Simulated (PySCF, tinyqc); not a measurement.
Ways to converge the cycle: SCF convergence aids in the sto-3g basis, for LiH, spin multiplicity 1. Computed by the program tinyqc with PySCF. 

Geometry (angstrom):
```
atom       x       y       z
Li    0.0000  0.0000  0.0000
H     0.0000  0.0000  2.7610
```

lowest restricted solution found by these runs and by PySCF = -7.738672 hartree

RHF with one setting changed at a time; a run stops when the energy changes by less than 1e-09 hartree and the error matrix is below 1e-5. The start is random orbitals. Damping d keeps d of the old density; a shift (hartree) raises the virtual levels; DIIS n extrapolates F over n matrices.

Largest element of the error matrix X^T (FDS - SDF) X:
```
iteration    plain  damping 0.3  damping 0.6  shift 0.4   DIIS 3   DIIS 8
1          2.3e+00      2.3e+00      2.3e+00    2.3e+00  2.3e+00  2.3e+00
2          1.7e-01      6.8e-01      1.3e+00    4.5e-01  1.7e-01  1.7e-01
3          2.1e-01      3.0e-01      8.4e-01    1.1e-01  2.1e-01  2.1e-01
4          2.2e-01      1.3e-01      5.4e-01    4.3e-02  1.9e-01  1.9e-01
5          9.8e-02      5.5e-02      3.5e-01    3.9e-02  1.6e-01  1.5e-01
6          3.3e-02      2.4e-02      2.3e-01    3.4e-02  5.3e-03  4.9e-03
8          3.2e-03      4.6e-03      1.0e-01    2.3e-02  4.2e-04  4.5e-04
10         9.6e-04      1.4e-03      4.4e-02    1.4e-02  6.0e-06  8.9e-06
14         9.3e-05      2.8e-04      8.7e-03    6.5e-03        -        -
20               -      2.8e-05      8.3e-04    2.1e-03        -        -
30               -            -      6.4e-05    2.7e-04        -        -
45               -            -            -    1.2e-05        -        -
```

How each run ends:
```
run          iterations  E (hartree)         state
plain                19    -7.738672  lowest found
damping 0.3          24    -7.738672  lowest found
damping 0.6          44    -7.738672  lowest found
shift 0.4            47    -7.738672  lowest found
DIIS 3               11    -7.738672  lowest found
DIIS 8               11    -7.738672  lowest found
```

6 of 6 runs reach the lowest restricted solution found, in 11 to 47 iterations (fastest: DIIS 3, DIIS 8). Plain steps already contract here, so damping only slows them. DIIS 3 and DIIS 8 gain by cancelling the error over several earlier matrices, much as a quasi-Newton step does. The restricted reference is unstable here: a spin-polarised solution lies 0.0531 hartree lower (PySCF), so results built on it describe a poor reference.
